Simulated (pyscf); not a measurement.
**Hydrogen abstraction: H₂B–OH (SMILES BO) + H• (SMILES [H]) → H₂B–O• (SMILES B[O]) + H₂ (SMILES [H][H])**

Gas phase, doublet surface, charge 0. Bonds broken: O2–H5. Bonds formed: H3–H5. Structures and frequencies: ωB97X-D3(BJ)/def2-SVP in PySCF.

Transition state (Å):

```xyz
6

B      0.2213     0.1838     0.3148
O      0.7670    -0.7905    -0.4143
H      2.5902    -1.3876     0.5018
H     -0.8316     0.6006    -0.1229
H      1.8279    -1.1931     0.0485
H      0.7273     0.6174     1.3245
```

One imaginary mode, 1774i cm⁻¹; descent along it reached the two sides named.

```csv
bond,change,reactant side (Å),saddle,product side
O2–H5,breaks,0.964,1.226,2.582
H3–H5,forms,2.6,0.908,0.760
```

Electronic energies relative to the separated reactants (kcal/mol):

```csv
level,barrier,reaction energy,reverse barrier
ωB97X-D3(BJ)/def2-TZVP,12.9,-2.1,15.0
PBE/def2-TZVP,3.5,-6.1,9.6
r²SCAN/def2-TZVP,3.9,-7.6,11.5
B3LYP-D3(BJ)/def2-TZVP,5.4,-7.3,12.8
PBE0-D3(BJ)/def2-TZVP,9.5,-1.9,11.5
M06-2X/def2-TZVP,14.7,+0.3,14.3
ωB97M-D3(BJ)/def2-TZVP,13.0,-2.0,14.9
HF/def2-TZVP,26.3,-3.2,29.5
```

With ωB97M-D3(BJ)/def2-TZVP energies and thermal terms (ideal gas, 1 atm, RRHO with modes under 100 cm⁻¹ raised to 100, one conformer, R ln 2 for chiral ones without a mode under 150 cm⁻¹), in kcal/mol:

```tsv
T (K)	ΔH‡	ΔG‡	ΔH	ΔG
298	9.9	16.8	-4.7	-5.7
600	9.6	24.0	-4.3	-6.9
900	9.4	31.2	-4.5	-8.1
1200	9.4	38.5	-4.8	-9.3
```

One saddle was located; it need not be the lowest between these sides. The angle at the transferred H is 170°.
